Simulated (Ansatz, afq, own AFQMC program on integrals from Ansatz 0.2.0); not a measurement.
**SiH₂, triplet in cc-pVDZ, levels against full CI**

```xyz
3

Si    0.0000   -0.0533    0.0043
H     0.0000    0.7813   -1.4039
H     0.0000    0.7043    1.2827
```

Basis cc-pVDZ. Noble-gas cores (and the filled d shells of Ga–Kr and In–Xe) are frozen. Ansatz 0.2.0 and our own AFQMC program on the same integrals; the CISD trial comes from CCSD amplitudes, and released means the phaseless constraint is let go. Uncertainties: one standard error, sampling alone.

Determinant: UHF, the one that the program's search chose, which needn't be the lowest solution. The geometry is a point of a scan.

Full CI on the same integrals is exact in this basis and with this determinant's frozen core.

Cautions: lower spins were not checked.

The T1 diagnostic is 0.0161 and the weight of the determinant in the CISD state is 0.934. The ⟨S²⟩ of the determinant is 2.005 and the size of the correlated space is 6 electrons in 23 orbitals.

Reference: full CI, correlation energy -2.681 eV. The released energy is read at 2.40 1/Eh (meV from the phaseless value at times in 1/Eh: -1.3 ± 1.1 at 0.24, -1.7 ± 1.0 at 0.51, -2.3 ± 0.7 at 0.99, -4.5 ± 0.9 at 1.62, -2.4 ± 0.6 at 2.40).

| level | E − E(reference) (mEh) | share of correlation (%) |
| --- | --- | --- |
| HF | 98.51 | 0.00 |
| MP2 | 25.54 | 74.07 |
| CCSD | 2.75 | 97.20 |
| CCSD(T) | 0.73 | 99.26 |
| CCSDT | 0.05 | 99.95 |
| CCSDT(Q) | 0.01 | 99.99 |
| CCSDTQ | 0.00 | 100.00 |
| ph-AFQMC/CISD | 0.11 ± 0.05 | 99.89 |
| released AFQMC | 0.02 ± 0.02 | 99.98 |

CCSDT and higher add their correlation energy to the determinant of the CCSD(T) run, since their own runs factorise the integrals more tightly (a shift of under 2 meV). A walk keeps the symmetry of its determinant, which the program's search chose and which needn't be the lowest solution, so a lower state of the same spin and another symmetry isn't excluded. Released energies are given only where the last usable release times agree within the noise; a slower fall can still hide under it.
